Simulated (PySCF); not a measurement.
Species: thietane, C3H6S.
Geometry (PBE0-D3(BJ)/def2-SVP, Å), atoms numbered from 1 in this order:
```
atom  x, y, z in Å
C1    -0.1049    0.7597   -0.0950
C2    -1.2561   -0.1923    0.2539
S3    -0.0743   -1.4539    0.8818
C4     0.9973   -0.3072   -0.0767
H5     0.0516    1.4855    0.7165
H6    -0.2150    1.3178   -1.0385
H7    -1.8006   -0.5650   -0.6280
H8    -1.9826    0.1627    0.9989
H9     1.2288   -0.7189   -1.0719
H10    1.9373   -0.0368    0.4257
```

Computed with EOM-IP-CCSD/aug-cc-pVDZ in PySCF, restricted Hartree–Fock reference, frozen core, non-relativistic, gas phase, PBE0-D3(BJ)/def2-SVP geometry.

The vertical ionisation energies are 8.47, 10.50, 11.76, 12.67, 13.06, 14.11, 15.44, 16.31 eV.

Problem. Which Hartree–Fock orbital leads each hole, and what is its Koopmans value −ε?

Solution. 
| leading hole (HF orbital) | Koopmans (eV) | EOM-IP-CCSD (eV) | change (eV) | one-hole share |
| --- | --- | --- | --- | --- |
| HOMO | 9.11 | 8.47 | -0.64 | 0.96 |
| HOMO-1 | 11.11 | 10.50 | -0.61 | 0.96 |
| HOMO-2 | 12.60 | 11.76 | -0.84 | 0.96 |
| HOMO-3 | 13.67 | 12.67 | -1.00 | 0.96 |
| HOMO-4 | 14.06 | 13.06 | -1.00 | 0.95 |
| HOMO-5 | 15.33 | 14.11 | -1.22 | 0.95 |
| HOMO-6 | 16.93 | 15.44 | -1.49 | 0.93 |
| HOMO-7 | 17.79 | 16.31 | -1.48 | 0.94 |

Problem. Does the order of the lines follow the orbital energies?

Solution. Yes, no two lines change places. The corrections run from -1.49 to -0.61 eV, with a mean of -1.03 eV over the 8 lines; no line lies above its Koopmans value. Koopmans values leave out both the relaxation of the orbitals and the change in correlation energy.

Problem. At what kinetic energies would He I light (21.22 eV) eject these electrons?

Solution. 12.75 eV (HOMO), 10.72 eV (HOMO-1), 9.46 eV (HOMO-2), 8.55 eV (HOMO-3), 8.16 eV (HOMO-4), 7.11 eV (HOMO-5), 5.78 eV (HOMO-6), 4.91 eV (HOMO-7).

Problem. What total energy has the lowest final state, and which wavelength reaches it?

Solution. E(CCSD) + ionisation energy = -515.24307 + 0.31136 = -514.93171 Eh, at the geometry of the initial state. The threshold wavelength is 1239.84 eV nm/8.47 eV = 146.4 nm.

One root was sought for each valence orbital with −ε under 21 eV, eight at most, so deeper holes and satellites are missing; no vibrational structure.
